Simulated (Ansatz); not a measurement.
The cluster BN₂. Charge 0, multiplicity 2. Geometry relaxed at r2SCAN-D4/def2-TZVP.

Cartesian coordinates in Å:
```
B 0.0548 0.8216 -0.1606
N -0.4807 -0.2926 0.5301
N 0.4259 -0.5290 -0.3695
```

The structure comes from a short search, and lower isomers may exist.

Question: Estimate the harmonic wavenumbers at UKS r2SCAN-D4/def2-TZVP (Ansatz, unscaled). Is this a minimum?

Answer: 1113, 1127, 1533 cm⁻¹. Yes, no mode is imaginary beyond noise. Zero-point energy 22.6 kJ/mol. It took 4.6 s on 4 threads of Arm Neoverse V2 on a shared host.
